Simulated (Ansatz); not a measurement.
# Au: which structure is lowest?

Computed with DFT, BLYP, plane waves (420 eV) with PAW, scalar-relativistic (Ansatz). The PAW files were generated under PBE, with cores re-solved for the functional.

Each structure is relaxed within its own symmetry, so a high-lying one may be dynamically unstable.

| structure | ΔE (meV/atom) | V (Å³/atom) | cell | magnetic state |
| --- | --- | --- | --- | --- |
| fcc | 0 | 19.46 | a = 4.270 Å | spin not included |
| dhcp | 2 | 19.48 | a = 2.982 Å, c = 10.117 Å (c/a = 3.392) | spin not included |
| hcp | 2 | 19.49 | a = 2.980 Å, c = 5.069 Å (c/a = 1.701) | spin not included |
| bcc | 11 | 19.55 | a = 3.394 Å | spin not included |
| simple cubic | 14 | 22.33 | a = 2.816 Å | spin not included |
| omega (AlB2-type) | 32 | 19.87 | a = 4.872 Å, c = 2.900 Å (c/a = 0.595) | spin not included |
| A15 | 82 | 20.13 | a = 5.441 Å | spin not included |
| diamond | 345 | 31.38 | a = 6.308 Å | spin not included |

ΔE counts from fcc.

Differences under about 8 meV lie within the error of the k-point mesh.
